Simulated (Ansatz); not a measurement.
Molecule: HO2 (charge -1, singlet). It need not be the lowest isomer of its formula. Whether it binds its extra electron was not tested at this geometry. 
Geometry from a B3LYP-D3(BJ)/def2-TZVP (Ansatz, a program for electronic structure) optimisation:
```
O
H 1 0.9626
O 1 1.5224 2 98.36
```
Charge -1, spin multiplicity 1.

Task: Give the harmonic wavenumbers at B3LYP-D3(BJ)/def2-TZVP (Ansatz, finite differences of forces, unscaled).

Result: 778, 1102, 3741 cm⁻¹. Zero-point energy 8.0 kcal/mol.

Task: From these and the geometry, give the ideal-gas thermochemistry at 298.15 K and 1 atm (rigid rotor, harmonic oscillator).

Result: Point group Cs, rotational symmetry number 1. Rotational constants 595.8, 26.09, 24.99 GHz. S(trans) 36.41, S(rot) 17.37, S(vib) 0.29, S(elec, spin only) 0.00, S 54.1 cal/(mol K). H(298) - H(0) 2.44 kcal/mol; G - E(el) -5.6 kcal/mol.
